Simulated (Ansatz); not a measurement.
Two isomers of C5H7F: A = `CC1=C(F)C1C`, B = `FC1C=CCC1`.

Calculated with Ansatz (gas phase, PBE0-D4/def2-TZVP geometries, no zero-point term in ΔE). CCSD(T)/CBS is the MP2 limit (def2-TZVPP, def2-QZVPP) plus CCSD(T) − MP2 in def2-TZVPP, frozen cores. DFT in def2-TZVPP.

Question: Which isomer does CCSD(T)/CBS put lower? Give the gap. (Best estimate.)

Answer: The calculation gave: B, by 215.0 kJ/mol.

Question: Give E(B) − E(A) in kJ/mol with PBE0-D4, CCSD/def2-TZVPP, ωB97M-V, B2PLYP, PBE-D4, MP2/def2-TZVPP, CCSD(T)/def2-TZVPP. (Best estimate.)

Answer: The calculation gave: PBE0-D4 -201.4, CCSD/def2-TZVPP -215.4, ωB97M-V -209.6, B2PLYP -203.3, PBE-D4 -188.6, MP2/def2-TZVPP -206.8, CCSD(T)/def2-TZVPP -213.0. None reverses the order clearly.

Largest T1 diagnostic: 0.011.

In def2-TZVPP, CCSD(T) changes the Hartree–Fock value by +9.0 kJ/mol (the triples alone add +2.4 kJ/mol) and MP2 by +15.2 kJ/mol. From PBE to PBE0 (25 % exact exchange), in def2-TZVPP and without D4, E(B) − E(A) moves by −13.5 kJ/mol.
